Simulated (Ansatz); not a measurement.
## Structure optimisation: thallium, hcp

Theory: DFT, PBE, plane waves (420 eV) with PAW, scalar-relativistic (Ansatz).

k-point mesh 11×11×6, Fermi-Dirac smearing 0.1 eV, no spin polarisation. Cell and atoms relax.

Starting structure:

```xyz
2
Lattice="3.4380 0.0000 0.0000 -1.7190 2.9774 0.0000 0.0000 0.0000 5.4780" Properties=species:S:1:pos:R:3 pbc="T T T"
Tl    0.0000    1.9849    1.3695
Tl    1.7190    0.9925    4.1085
```

Task: What cell does the relaxation end in?

Result: P6_3/mmc with a = 3.590 Å, c = 5.642 Å (c/a = 1.571); 31.49 Å³ per atom against 28.04 at the start (12.3 %).

Task: How much energy does the relaxation gain?

Result: 38.6 meV per atom.
